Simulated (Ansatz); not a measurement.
**BCl3 (singlet): from Hartree-Fock to the top rungs, cc-pV(D+d)Z**

How much of the correlation energy of BCl3 (singlet) does each wave-function method recover here?

Program: Ansatz 0.2.0, Gaussian basis. Level of theory: cc-pV(D+d)Z, core rule «outside noble gas», up to 16 orbitals frozen. These are calculated values, not measurements.

To be run: UHF; CCSD(T) on RHF; CCSDT(Q) on RHF.

2 further runs of the same task are left out: 2 set aside as unsound or not needed.

### Step 1. The system

The geometry is an MP2(full)/6-31G* stationary point (not a proven minimum).

4 atoms, charge 0, spin multiplicity 1.

Atoms are counted from 1 here; the program's logs count them from 0.

Bond lengths: B1–Cl2 1.735 Å, B1–Cl3 1.735 Å, B1–Cl4 1.735 Å. Angles: Cl2–B1–Cl3 120.0°, Cl2–B1–Cl4 120.0°, Cl3–B1–Cl4 120.0°.

### Step 2. UHF

Input file in.yaml:

```yaml
crystal:
  periodic: [false, false, false]
  atoms:
    - {symbol: B, position_ang: [0.000000, 0.000000, 0.000000]}
    - {symbol: Cl, position_ang: [0.000000, 1.735352, 0.000000]}
    - {symbol: Cl, position_ang: [1.502859, -0.867676, 0.000000]}
    - {symbol: Cl, position_ang: [-1.502859, -0.867676, 0.000000]}
basis:
  gaussian: {orbitals: "cc-pV(D+d)Z.json"}
magnetization: {spin_polarized: true, initial_magnetization: 0}
hamiltonian: {xc: hf}
output: {orbitals: {seedname: orbitals}}
```

Run with:

```bash
$ ansatz run in.yaml --threads 1 --pin off --events-out ev --progress --plain --max-ram 2880MiB --backend cpu
```

The runs that follow: CCSD(T) on RHF; CCSDT(Q) on RHF.

Before running them: what should the planned runs give, taken together? Wanted: RCCSDT(Q) below the RHF energy; RMP2 from RCCSDT(Q); RCCSD from RCCSDT(Q); RCCSD(T) from RCCSDT(Q); T1 diagnostic.

**Answer**, as computed:

```
                         quantity          value
   RCCSDT(Q) below the RHF energy    -14.9575 eV
              RMP2 from RCCSDT(Q)  +144.7 kJ/mol
             RCCSD from RCCSDT(Q)   +45.2 kJ/mol
          RCCSD(T) from RCCSDT(Q)    +5.4 kJ/mol
levels within 1 kcal/mol (43 meV)         RCCSDT
                    T1 diagnostic          0.012
```

**Reading.** RCCSD(T) lands +5.4 kJ/mol from the yardstick (0.4 % of the correlation energy). These misses are within one basis, not against nature.
